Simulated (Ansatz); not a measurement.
The same path of CHO2S (5 atoms, charge -1, multiplicity 1) was run twice with different band settings. The coordinate that changes most is the dihedral S4–C2–O3–H5.

Method: RKS r2SCAN-D4/def2-SVPD (Ansatz).

Relaxed end points:

```xyz
5
Properties=species:S:1:pos:R:3
O 0.748 0.238 1.098
C 0.172 -0.291 0.146
O -0.604 0.560 -0.654
S 0.169 -1.931 -0.365
H -0.485 1.423 -0.225
```

```xyz
5
Properties=species:S:1:pos:R:3
O 0.954 0.114 1.341
C 0.279 -0.103 0.350
O -0.380 0.990 -0.215
S -0.006 -1.601 -0.503
H -0.846 0.601 -0.973
```

Common settings: movable images 9; climbing image yes; optimiser quadratic models (default); start path IDPP; force threshold 0.05 eV/Å; end points relaxed.

| run | spring | iteration limit |
| --- | --- | --- |
| 1 | 5.0 eV/Å² | 55 |
| 2 | 0.5 eV/Å² | 60 |

(1) What does each run give, and how far can it be trusted?

Answers

(1) Run 1: converged after 8 iterations, highest image 0.408 eV above the first end. A vibrational analysis at the climbing image gives one clearly imaginary mode, 563i cm⁻¹: a first-order saddle point.
Run 2: converged after 9 iterations, highest image 0.408 eV above the first end. Another band between the same ends (9 images) ends at a top of the same energy, where a vibrational analysis finds 1 clearly imaginary mode.
Limits of this set-up: the dipole of an ion depends on the origin.
